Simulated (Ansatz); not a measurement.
**Si₂F+ (triplet): wave-function methods side by side, cc-pVDZ**

An exercise on one series of results from a longer session: the logs are not shown, and one member is left open.

The runs use Ansatz 0.2.0, Gaussian basis; cc-pVDZ, core rule «outside noble gas», up to 11 orbitals frozen.

To be run: UHF; CCSD(T) on ROHF; CCSD(T) on UHF; BCCD(T) on ROHF; CISD; CCSDT(Q) on ROHF; CCSDT(Q) on UHF.

31 further runs of the same task are left out: 10 for a known fault of the program, 10 that didn't finish, 11 set aside as unsound or not needed.

## What is computed

The geometry is a PBE0/def2-TZVP stationary point (not a proven minimum) of the parent state, kept for this charge and spin.

3 atoms, charge 1, spin multiplicity 3.

Atoms are counted from 1 here; the program's logs count them from 0.

Bond lengths: F1–Si2 1.608 Å, Si2–Si3 2.332 Å. Angles: F1–Si2–Si3 112.2°.

The first run:

in.yaml

```yaml
crystal:
  periodic: [false, false, false]
  atoms:
    - {symbol: F, position_ang: [0.000000, -0.606197, 1.621189]}
    - {symbol: Si, position_ang: [0.000000, 0.594494, 0.550881]}
    - {symbol: Si, position_ang: [0.000000, -0.184433, -1.647532]}
basis:
  gaussian: {orbitals: cc-pVDZ}
total_charge: 1
magnetization: {spin_polarized: true, initial_magnetization: 2}
hamiltonian: {xc: hf}
output: {orbitals: {seedname: orbitals}}
```

Started as:

```
> ansatz run in.yaml --threads 1 --pin off --events-out ev --progress --plain --max-ram 2393MiB
```

Steps of the session up to this table: UHF; CCSD(T) on ROHF; CCSD(T) on UHF; BCCD(T) on ROHF; CISD; CCSDT(Q) on ROHF; CCSDT(Q) on UHF.

One of the session's tables, all rows but one given; the rest of the session is left out.

It belongs to the step «Misses and costs». 

| method | from UCCSDT(Q) (meV) |
| --- | --- |
| ROHF | +9657.4 |
| UHF | +9404.3 |
| RMP2 | +1184.8 |
| UMP2 | +1257.1 |
| CISD | +1333.9 |
| RCCSD | +364.1 |
| UCCSD | ? |
| RCCSD(T) | +80.7 |
| UCCSD(T) | +84.4 |
| BCCD(T) | +73.7 |
| RCCSDT | +29.1 |
| UCCSDT | +28.7 |
| RCCSDT(Q) | +5.2 |
| UCCSDT(Q) | 0 |

Estimate the missing values for UCCSD.

As computed: from UCCSDT(Q) (meV): +360.1. In the column «from UCCSDT(Q) (meV)» it lies between UCCSD(T) (+84.4) and RCCSD (+364.1).

To keep in mind: Restricted and unrestricted rows rest on different reference determinants; where their highest levels disagree by more than a few hundredths of an eV, they describe different states and don't form one ladder.
